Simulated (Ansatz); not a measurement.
# AlP₂H (triplet): from Hartree-Fock to the top rungs, cc-pVDZ

An exercise on one series of results from a longer session: the logs are not shown, and one member is left open.

The runs use Ansatz 0.2.0, Gaussian basis; cc-pVDZ, core rule «outside noble gas», up to 15 orbitals frozen.

The runs, in order: UHF; CCSD(T) on ROHF; CCSD(T) on UHF; BCCD(T) on ROHF; CISD; CCSDT(Q) on ROHF; CCSDT(Q) on UHF; CASSCF and MRCISD+Q, 10 electrons in 11 orbitals; CASSCF and NEVPT2, 10 electrons in 11 orbitals.

18 further runs of the same task are left out: 8 that didn't finish, 10 set aside as unsound or not needed.

## The system

The geometry is a PBE0/def2-TZVP stationary point (not a proven minimum) of the parent state, kept for this charge and spin.

4 atoms, charge 0, spin multiplicity 3.

Atoms are counted from 1 here; the program's logs count them from 0.

Bond lengths: Al1–P2 2.242 Å, Al1–P3 2.242 Å, Al1–H4 1.569 Å, P2–P3 2.095 Å. Angles: P2–Al1–P3 55.7°, P2–Al1–H4 152.1°, P3–Al1–H4 152.1°, Al1–P2–P3 62.1°, Al1–P3–P2 62.1°.

The first run:

Contents of in.yaml:

```yaml
crystal:
  periodic: [false, false, false]
  atoms:
    - {symbol: Al, position_ang: [0.000000, 0.000000, 1.347429]}
    - {symbol: P, position_ang: [0.000000, 1.047438, -0.634337]}
    - {symbol: P, position_ang: [0.000000, -1.047438, -0.634337]}
    - {symbol: H, position_ang: [0.000000, 0.000000, 2.916759]}
basis:
  gaussian: {orbitals: cc-pVDZ}
magnetization: {spin_polarized: true, initial_magnetization: 2}
hamiltonian: {xc: hf}
output: {orbitals: {seedname: orbitals}}
```

Run with:

```bash
$ ansatz run in.yaml --threads 1 --pin off --events-out ev --progress --plain --max-ram 2393MiB
```

Among the steps run: UHF; CCSD(T) on ROHF; CCSD(T) on UHF; BCCD(T) on ROHF; CISD; CCSDT(Q) on ROHF; CCSDT(Q) on UHF; CASSCF and MRCISD+Q, 10 electrons in 11 orbitals; CASSCF and NEVPT2, 10 electrons in 11 orbitals.

One table of the session follows, with a row left open; its other results are not shown here.

```
          method  from UCCSDT(Q) (meV)
            ROHF               +8829.4
             UHF               +8503.1
            RMP2               +1168.4
            UMP2               +1367.5
            CISD               +1439.4
           RCCSD                +488.7
           UCCSD                +465.9
        RCCSD(T)                 +70.7
        UCCSD(T)                     ?
         BCCD(T)                 +70.9
          RCCSDT                 +42.7
          UCCSDT                 +38.5
       RCCSDT(Q)                  +2.0
       UCCSDT(Q)                     0
  CASSCF valence               +6525.7
  NEVPT2 valence               +1160.5
  MRCISD valence                +792.2
MRCISD+Q valence                 +99.6
```

Q: Estimate the row for UCCSD(T) from the others.

As computed: from UCCSDT(Q) (meV): +75.8. In the column «from UCCSDT(Q) (meV)» it lies between BCCD(T) (+70.9) and MRCISD+Q valence (+99.6).

Limits of these values: Restricted and unrestricted rows rest on different reference determinants; where their highest levels disagree by more than a few hundredths of an eV, they describe different states and don't form one ladder.
